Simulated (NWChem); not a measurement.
C3H4, triplet; SMILES of the neutral closed-shell parent CC#C

```xyz
7

C      0.0801    -1.1455     0.0000
C     -0.4808     0.2129     0.0000
C      0.0970     1.4136     0.0000
H     -0.2369    -1.7096    -0.8926
H     -0.2369    -1.7096     0.8926
H      1.1884    -1.1064     0.0000
H      1.1747     1.6557     0.0000
```
Atoms are numbered in this order, from 1.

All runs: NWChem. Spin-unrestricted. In the optimisation the excess spin sits in a' (Cs, its own frame). All runs use the structure optimised with PBE0/def2-SVP, spin-unrestricted. This spin state was assumed; another may lie lower. No stability test was run on the SCF state. Level: PBE0/def2-SVP with SMD (1 M gas to 1 M solution), gas-phase geometry. Reactions with the solvent are ignored.

| solvent | dielectric constant | solvation free energy (kcal/mol) | cavity-dispersion-structure term (kcal/mol) | dipole in solution (D) |
|---|---|---|---|---|
| water | 78.4 | 1.0 | 4.0 | 2.39 |
| ethyl acetate | 5.99 | -1.9 | 0.5 | 2.27 |
| ethanol | 24.9 | [?] | [?] | 2.37 |
| chloroform | 4.71 | -2.4 | -0.1 | 2.24 |
| chlorobenzene | 5.70 | -2.6 | -0.1 | 2.26 |

Q: Some entries are withheld; supply them.

A: 
- ethanol, solvation free energy (kcal/mol): -1.4
- ethanol, cavity-dispersion-structure term (kcal/mol): 1.5
